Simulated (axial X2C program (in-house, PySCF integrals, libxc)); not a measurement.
# Bond lengths and stretching modes, held linear, of OAlO

Computed with an in-house all-electron X2C program for linear molecules (integrals from PySCF): two-component X2C with atomic mean-field Coulomb and Gaunt terms, Gaussian nuclei, basis O dyall-av3z, Al dyall-v3z with contracted cores. Spin-free rows use the one-electron spin-free X2C Hamiltonian.

Masses O 15.995, Al 26.982, O 15.995 u. States: 2c Ω = 3/2 (beyond evenly filled blocks: ω = 3/2); spin-free M_S = 1/2, Λ = 1 (beyond evenly filled blocks: π+α, π+β, π-α).

r2SCAN, 2c: energies above the lowest point

```csv
r(O–Al) (Å),r(Al–O) (Å),E (meV)
1.6126,1.6126,78.91
1.6126,1.6540,36.05
1.6126,1.6953,48.11
1.6540,1.6126,36.05
1.6540,1.6540,0.00
1.6540,1.6953,18.61
1.6540,1.7367,80.72
1.6953,1.6126,48.11
1.6953,1.6540,18.61
1.6953,1.6953,43.54
1.7367,1.6540,80.72
1.7367,1.7367,185.82
```

Question: Fit a quadratic surface with cubic terms in each bond: where is the minimum, and what are the two stretching wavenumbers?

Answer: At r2SCAN, 2c: bonds 1.659 and 1.659 Å; harmonic stretches 769.2 and 1009.4 cm⁻¹; force constants 4.98, 4.98 and coupling 0.59 mdyn/Å.

The other levels and Hamiltonians give:

| Hamiltonian | level | r(O–Al) (Å) | r(Al–O) (Å) | lower stretch (cm⁻¹) | upper stretch (cm⁻¹) |
| --- | --- | --- | --- | --- | --- |
| 2c | PBE0 | 1.652 | 1.652 | 785.2 | 810.0 |
| spin-free | PBE0 | 1.651 | 1.651 | 785.2 | 809.7 |
| spin-free | r2SCAN | 1.659 | 1.659 | 769.2 | 1009.3 |

Each state is one determinant, the lowest of a limited PBE0 search; the stretches come from a fit to these few points and carry an uncertainty of a few per cent. Other orders of the atoms were not compared. Left out for rough or failed fits: HF 2c, MP2 2c, HF spin-free, MP2 spin-free. The levels spread by more than a fifth, so the stretches depend strongly on the method. The molecule was held linear; bending was not examined, so a bent shape may lie lower. Note: functional without a current term on a determinant with orbital currents, of the molecule or an atom.
